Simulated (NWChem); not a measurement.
System: phenol (C₆H₆O); SMILES Oc1ccccc1

Here is an NWChem input.

```
start job
memory heap 200 mb stack 900 mb global 1100 mb
geometry units angstroms
  O     -0.073821    -2.297541     0.000000
  C     -0.012710    -0.948785     0.000000
  C     -1.219480    -0.240031     0.000000
  C     -1.205372     1.150685     0.000000
  C      0.001026     1.853786     0.000000
  C      1.200148     1.144416     0.000000
  C      1.198849    -0.249534     0.000000
  H      0.820059    -2.655604     0.000000
  H     -2.155652    -0.801921     0.000000
  H     -2.153702     1.694240     0.000000
  H      0.004963     2.945715     0.000000
  H      2.153950     1.678140     0.000000
  H      2.144439    -0.801637     0.000000
end
basis spherical
  * library 3-21g
end
dft
  xc hfexch
  iterations 150
end
driver
  maxiter 120
end
task dft optimize
task dft freq
```

Excerpt of the output:

```
             Northwest Computational Chemistry Package (NWChem) 7.3.0
             --------------------------------------------------------

 CS  symmetry detected

                             Geometry "geometry" -> ""
                             -------------------------

 Output coordinates in angstroms (scale by  1.889725989 to convert to a.u.)

  No.       Tag          Charge          X              Y              Z
 ---- ---------------- ---------- -------------- -------------- --------------
    1 O                    8.0000    -0.06449287    -2.29665732     0.00000000
    2 C                    6.0000    -0.00884031    -0.94766507     0.00000000
    3 C                    6.0000    -1.21846850    -0.24380025     0.00000000
    4 C                    6.0000    -1.20998835     1.14696146     0.00000000
    5 C                    6.0000    -0.00644543     1.85493857     0.00000000
    6 C                    6.0000     1.19553732     1.15042680     0.00000000
    7 C                    6.0000     1.19987915    -0.24351705     0.00000000
    8 H                    1.0000     0.83082877    -2.65110018     0.00000000
    9 H                    1.0000    -2.15235907    -0.80947400     0.00000000
   10 H                    1.0000    -2.16051016     1.68667445     0.00000000
   11 H                    1.0000    -0.00692711     2.94687456     0.00000000
   12 H                    1.0000     2.14717172     1.68800612     0.00000000
   13 H                    1.0000     2.14769557    -0.79178906     0.00000000

 Effective nuclear repulsion energy (a.u.)     271.2858153646

      Symmetry information
      --------------------

 Group name             Cs
 Group number              2
 Group order               2
 No. of unique centers    13

                                Z-matrix (autoz)
                                --------

 Units are Angstrom for bonds and degrees for angles

      Type          Name      I     J     K     L     M      Value
      ----------- --------  ----- ----- ----- ----- ----- ----------
    1 Stretch                  1     2                       1.35014
    2 Stretch                  1     8                       0.96293
    3 Stretch                  2     3                       1.39951
    4 Stretch                  2     7                       1.39887
    5 Stretch                  3     4                       1.39079
    6 Stretch                  3     9                       1.09185
    7 Stretch                  4     5                       1.39633
    8 Stretch                  4    10                       1.09306
    9 Stretch                  5     6                       1.39323
   10 Stretch                  5    11                       1.09194
   11 Stretch                  6     7                       1.39395
   12 Stretch                  6    12                       1.09298
   13 Stretch                  7    13                       1.09497
   14 Bend                     1     2     3               117.83210
   15 Bend                     1     2     7               122.58563
   16 Bend                     2     1     8               109.23539
   17 Bend                     2     3     4               119.84514
   18 Bend                     2     3     9               118.60149
   19 Bend                     2     7     6               120.04478
   20 Bend                     2     7    13               119.72918
   21 Bend                     3     2     7               119.58227
   22 Bend                     3     4     5               120.81528
   23 Bend                     3     4    10               119.23886
   24 Bend                     4     3     9               121.55337
   25 Bend                     4     5     6               119.15846
   26 Bend                     4     5    11               120.44065
   27 Bend                     5     4    10               119.94586
   28 Bend                     5     6     7               120.55408
   29 Bend                     5     6    12               120.16223
   30 Bend                     6     5    11               120.40090
   31 Bend                     6     7    13               120.22604
   32 Bend                     7     6    12               119.28369
   33 Torsion                  1     2     3     4         180.00000
   34 Torsion                  1     2     3     9           0.00000
   35 Torsion                  1     2     7     6         180.00000
   36 Torsion                  1     2     7    13           0.00000
   37 Torsion                  2     3     4     5           0.00000
   38 Torsion                  2     3     4    10         180.00000
   39 Torsion                  2     7     6     5           0.00000
   40 Torsion                  2     7     6    12         180.00000
   41 Torsion                  3     2     1     8         180.00000
   42 Torsion                  3     2     7     6           0.00000
   43 Torsion                  3     2     7    13         180.00000
   44 Torsion                  3     4     5     6           0.00000
   45 Torsion                  3     4     5    11         180.00000
   46 Torsion                  4     3     2     7           0.00000
   47 Torsion                  4     5     6     7           0.00000
   48 Torsion                  4     5     6    12         180.00000
   49 Torsion                  5     4     3     9         180.00000
   50 Torsion                  5     6     7    13         180.00000
   51 Torsion                  6     5     4    10         180.00000
   52 Torsion                  7     2     1     8           0.00000
   53 Torsion                  7     2     3     9         180.00000
   54 Torsion                  7     6     5    11         180.00000
   55 Torsion                  9     3     4    10           0.00000
   56 Torsion                 10     4     5    11           0.00000
   57 Torsion                 11     5     6    12           0.00000
   58 Torsion                 12     6     7    13           0.00000

  xc_inp: hfexch multiplicative factor not found.

                           NWChem Geometry Optimization
                           ----------------------------

 maximum gradient threshold         (gmax) =   0.000450
 rms gradient threshold             (grms) =   0.000300
 maximum cartesian step threshold   (xmax) =   0.001800
 rms cartesian step threshold       (xrms) =   0.001200
 fixed trust radius                (trust) =   0.300000
 source of zmatrix                         =   autoz

          -------------------
          Energy Minimization
          -------------------

 Using diagonal initial Hessian
 Scaling for Hessian diagonals: bonds = 1.00  angles = 0.25  torsions = 0.10

          --------
          Step   0

                                 NWChem DFT Module
                                 -----------------

 Summary of "ao basis" -> "ao basis" (spherical)
 ------------------------------------------------------------------------------
       Tag                 Description            Shells   Functions and Types
 ---------------- ------------------------------  ------  ---------------------
 O                           3-21g                   5        9   3s2p
 C                           3-21g                   5        9   3s2p
 H                           3-21g                   2        2   2s

      Symmetry analysis of basis
      --------------------------

        a'         61
        a"         14

            General Information
            -------------------
          SCF calculation type: DFT
          Wavefunction type:  closed shell.
          No. of atoms     :    13
          No. of electrons :    50
           Alpha electrons :    25
            Beta electrons :    25
          Charge           :     0
          Spin multiplicity:     1
          Use of symmetry is: on ; symmetry adaption is: on
          Maximum number of iterations: 150
          AO basis - number of functions:    75
                     number of shells:    47
          Convergence on energy requested:  1.00D-06
          Convergence on density requested:  1.00D-05
          Convergence on gradient requested:  5.00D-04

              XC Information
              --------------
                     Hartree-Fock (Exact) Exchange  1.000

      Superposition of Atomic Density Guess
      -------------------------------------

 Sum of atomic energies:        -302.12845837

      Non-variational initial energy
      ------------------------------

 Total energy =    -306.799867
 1-e energy   =    -945.910611
 2-e energy   =     367.824928
 HOMO         =      -0.239761
 LUMO         =       0.020138

      Symmetry analysis of molecular orbitals - initial
      -------------------------------------------------

  Numbering of irreducible representations:

     1 a'          2 a"

  Orbital symmetries:

     1 a'          2 a'          3 a'          4 a'          5 a'
     6 a'          7 a'          8 a'          9 a'         10 a'
    11 a'         12 a'         13 a'         14 a'         15 a'
    16 a'         17 a'         18 a"         19 a'         20 a'
    21 a"         22 a'         23 a'         24 a"         25 a"
    26 a"         27 a"         28 a'         29 a'         30 a"
    31 a'         32 a'         33 a'         34 a'         35 a'

   convergence    iter        energy       DeltaE   RMS-Dens  Diis-err
 ---------------- ----- ----------------- --------- --------- ---------
 d= 0,ls=0.0,diis     1   -303.7808439013 -5.75D+02  1.14D-02  4.58D-01
 d= 0,ls=0.0,diis     2   -303.8480553611 -6.72D-02  3.75D-03  6.41D-02
 d= 0,ls=0.0,diis     3   -303.8551093681 -7.05D-03  1.26D-03  9.25D-03
 d= 0,ls=0.0,diis     4   -303.8563596795 -1.25D-03  2.54D-04  2.17D-04
 d= 0,ls=0.0,diis     5   -303.8563961237 -3.64D-05  8.08D-05  2.45D-05
  Resetting Diis
 d= 0,ls=0.0,diis     6   -303.8564020348 -5.91D-06  3.40D-05  2.13D-06
 d= 0,ls=0.0,diis     7   -303.8564027168 -6.82D-07  7.96D-06  2.82D-07

         Total DFT energy =     -303.856402716831
      One electron energy =     -949.351641966684
           Coulomb energy =      415.521753049709
    Exchange-Corr. energy =      -41.312329164429
 Nuclear repulsion energy =      271.285815364573

 Numeric. integr. density =        0.000000000000

                  Occupations of the irreducible representations
                  ----------------------------------------------

                     irrep           alpha         beta
                     --------     --------     --------
                     a'               21.0         21.0
                     a"                4.0          4.0

                       DFT Final Molecular Orbital Analysis
                       ------------------------------------

[...]

      ----------------------
      Optimization converged
      ----------------------

  Step       Energy      Delta E   Gmax     Grms     Xrms     Xmax
  ---- ---------------- -------- -------- -------- -------- --------
@    4    -303.86010242 -5.0D-07  0.00011  0.00003  0.00025  0.00078
                                     ok       ok       ok       ok

                                Z-matrix (autoz)
                                --------

 Units are Angstrom for bonds and degrees for angles

[...]

 Rotational Constants
 --------------------
 A=   0.192663 cm-1  (  0.277192 K)
 B=   0.087837 cm-1  (  0.126376 K)
 C=   0.060331 cm-1  (  0.086802 K)

 Temperature                      =   298.15K
 frequency scaling parameter      =   1.0000

 Zero-Point correction to Energy  =   70.786 kcal/mol  (  0.112805 au)
 Thermal correction to Energy     =   73.977 kcal/mol  (  0.117890 au)
 Thermal correction to Enthalpy   =   74.569 kcal/mol  (  0.118833 au)

 Total Entropy                    =   73.209 cal/mol-K
   - Translational                =   39.517 cal/mol-K (mol. weight =  94.0419)
   - Rotational                   =   26.848 cal/mol-K (symmetry #  =        1)
   - Vibrational                  =    6.844 cal/mol-K

 Cv (constant volume heat capacity) =   19.440 cal/mol-K
   - Translational                  =    2.979 cal/mol-K
   - Rotational                     =    2.979 cal/mol-K
   - Vibrational                    =   13.481 cal/mol-K

[normal modes left out]

 ----------------------------------------------------------------------------
 Normal Eigenvalue ||           Projected Infra Red Intensities
  Mode   [cm**-1]  || [atomic units] [(debye/angs)**2] [(KM/mol)] [arbitrary]
 ------ ---------- || -------------- ----------------- ---------- -----------
    1       -0.000 ||    0.000238           0.005         0.232       0.090
    2       -0.000 ||    0.000000           0.000         0.000       0.000
    3       -0.000 ||    0.000488           0.011         0.475       0.184
    4        0.000 ||    0.000046           0.001         0.045       0.017
    5        0.000 ||    0.000745           0.017         0.726       0.281
    6        0.000 ||    0.000175           0.004         0.170       0.066
    7      265.382 ||    0.008918           0.206         8.694       3.362
    8      314.154 ||    0.191614           4.421       186.795      72.242
    9      426.825 ||    0.013830           0.319        13.482       5.214
   10      482.630 ||    0.000057           0.001         0.055       0.021
   11      588.121 ||    0.007361           0.170         7.176       2.775
   12      590.475 ||    0.002558           0.059         2.494       0.965
   13      709.799 ||    0.000220           0.005         0.214       0.083
   14      807.258 ||    0.042762           0.987        41.687      16.122
   15      888.753 ||    0.028286           0.653        27.575      10.664
   16      893.735 ||    0.101078           2.332        98.536      38.108
   17      977.829 ||    0.000100           0.002         0.097       0.038
   18     1072.258 ||    0.027675           0.638        26.979      10.434
   19     1104.164 ||    0.010018           0.231         9.766       3.777
   20     1131.918 ||    0.000119           0.003         0.116       0.045
   21     1156.047 ||    0.000016           0.000         0.015       0.006
   22     1178.966 ||    0.032624           0.753        31.803      12.300
   23     1185.231 ||    0.003865           0.089         3.767       1.457
   24     1227.097 ||    0.080591           1.859        78.564      30.384
   25     1296.335 ||    0.125205           2.889       122.056      47.205
   26     1319.150 ||    0.011778           0.272        11.482       4.441
   27     1364.909 ||    0.064604           1.490        62.979      24.357
   28     1398.217 ||    0.003793           0.088         3.698       1.430
   29     1520.212 ||    0.024011           0.554        23.407       9.052
   30     1638.346 ||    0.026809           0.619        26.135      10.107
   31     1677.456 ||    0.039210           0.905        38.224      14.783
   32     1761.601 ||    0.033069           0.763        32.237      12.468
   33     1784.101 ||    0.047769           1.102        46.567      18.010
   34     3345.597 ||    0.009600           0.221         9.358       3.619
   35     3359.107 ||    0.000736           0.017         0.717       0.277
   36     3368.707 ||    0.021526           0.497        20.985       8.116
   37     3386.147 ||    0.015760           0.364        15.363       5.942
   38     3403.162 ||    0.002584           0.060         2.519       0.974
   39     3915.752 ||    0.054602           1.260        53.228      20.586
 ----------------------------------------------------------------------------
```

Level: Hartree-Fock/3-21G.
